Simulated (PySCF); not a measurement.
**Core-level binding energies of `N#CC=C=S`**

C3HNS.
Numbering: `[N:1]#[C:2][CH:3]=[C:4]=[S:5]`

Computed, not measured: delta-SCF UKS SCAN, pcX-2 on the ionised atom, pcseg-1 elsewhere, spin-free X2C in PySCF 2.14.0. Binding energies are ΔSCF values: E(core-ionised, relaxed orbitals) − E(ground state) at a fixed geometry, referred to the vacuum level.

Q: What binding energy does each computed site have?

A: 
```tsv
atom(s)	environment	level	binding energy (eV)	above the level's lowest (eV)	count
N1	nitrile nitrogen	N 1s	404.78	0.00	1
C2	nitrile carbon	C 1s	292.33	+0.16	1
C3	outer carbon of cumulated double bonds	C 1s	292.17	0.00	1
S5	sulfur bonded to C	S 1s	2478.75	0.00	1
```

The 2 C 1s values lie within 0.16 eV of each other; Gaussian lines of 0.5 eV full width would blend them into one maximum.

Q: Which effective nuclear charge Zeff reproduces each element's mean 1s value in the hydrogen-like formula E = 13.606 eV × Zeff²?

A: C (Z = 6): mean 292.3 eV, Zeff = 4.63, Z − Zeff = 1.37; N (Z = 7): mean 404.8 eV, Zeff = 5.45, Z − Zeff = 1.55; S (Z = 16): mean 2478.8 eV, Zeff = 13.50, Z − Zeff = 2.50. Means run over the listed sites, weighted by atom count.

The list is incomplete; no value stands for C 1s of C4 (hole states with ⟨S²⟩ of 1 or more are left out). Isolated species at its PBE0-D3(BJ)/def2-SVP geometry, gas phase.

The run took 18 s of wall time on one thread of an x86-64 server, no GPU, shared host.
